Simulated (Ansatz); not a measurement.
# BH2 (doublet): from Hartree-Fock to the top rungs, aug-cc-pVTZ

Aim: climb from Hartree-Fock through coupled cluster and multireference methods for BH2 (doublet) at one geometry and basis, and see what each rung misses.

Method: aug-cc-pVTZ, core rule «outside noble gas», up to 1 orbitals frozen; program: Ansatz 0.2.0, Gaussian basis.

To be run: UHF; CCSD(T) on ROHF; CCSD(T) on UHF; BCCD(T) on ROHF; CCSDT(Q) on ROHF; CCSDT(Q) on UHF; CASSCF and NEVPT2, 5 electrons in 6 orbitals.

10 further runs of the same task are left out: 3 that didn't finish, 7 set aside as unsound or not needed.

## 1. What is computed

The geometry is a PBE0/def2-TZVPD stationary point (not a proven minimum) of the parent state, kept for this charge and spin.

3 atoms, charge 0, spin multiplicity 2.

Atoms are counted from 1 here; the program's logs count them from 0.

Bond lengths: B1–H2 1.247 Å, B1–H3 1.247 Å. Angles: H2–B1–H3 102.0°.

## 2. UHF

The input, in.yaml:

```yaml
crystal:
  periodic: [false, false, false]
  atoms:
    - {symbol: B, position_ang: [0.000000, -0.123368, 0.000000]}
    - {symbol: H, position_ang: [0.000000, 0.661614, -0.969076]}
    - {symbol: H, position_ang: [0.000000, 0.661614, 0.969076]}
basis:
  gaussian: {orbitals: aug-cc-pVTZ}
magnetization: {spin_polarized: true, initial_magnetization: 1}
hamiltonian: {xc: hf}
output: {orbitals: {seedname: orbitals}}
```

Launch:

```sh
ansatz run in.yaml --threads 1 --pin off --events-out ev --progress --plain --max-ram 2393MiB
```

Further steps of the session: CCSD(T) on ROHF; CCSD(T) on UHF; BCCD(T) on ROHF; CCSDT(Q) on ROHF; CCSDT(Q) on UHF; CASSCF and NEVPT2, 5 electrons in 6 orbitals.

Before running them: what should the planned runs give, taken together? Wanted: UCCSDT(Q) below the RHF energy; RMP2 from UCCSDT(Q); UMP2 from UCCSDT(Q); RCCSD from UCCSDT(Q); RCCSD(T) from UCCSDT(Q); UCCSD(T) from UCCSDT(Q); RCCSDT(Q) from UCCSDT(Q); NEVPT2 valence from UCCSDT(Q); T1 diagnostic.

The runs gave:

```
                         quantity                                                   value
   UCCSDT(Q) below the RHF energy                                              -2.9032 eV
              RMP2 from UCCSDT(Q)                                            +56.7 kJ/mol
              UMP2 from UCCSDT(Q)                                            +56.5 kJ/mol
             RCCSD from UCCSDT(Q)                                             +7.3 kJ/mol
          RCCSD(T) from UCCSDT(Q)                                             +1.4 kJ/mol
          UCCSD(T) from UCCSDT(Q)                                             +1.4 kJ/mol
         RCCSDT(Q) from UCCSDT(Q)                                              0.0 kJ/mol
    NEVPT2 valence from UCCSDT(Q)                                            +45.9 kJ/mol
levels within 1 kcal/mol (43 meV)  RCCSD(T), UCCSD(T), BCCD(T), RCCSDT, UCCSDT, RCCSDT(Q)
                    T1 diagnostic                                                   0.016
   effectively unpaired electrons                                                    1.01
```

**Reading.** RCCSD(T) lands +1.4 kJ/mol from the yardstick (0.5 % of the correlation energy). One determinant dominates. These misses are within one basis, not against nature; the frozen cores of restricted and unrestricted runs differ, which can shift their rows.
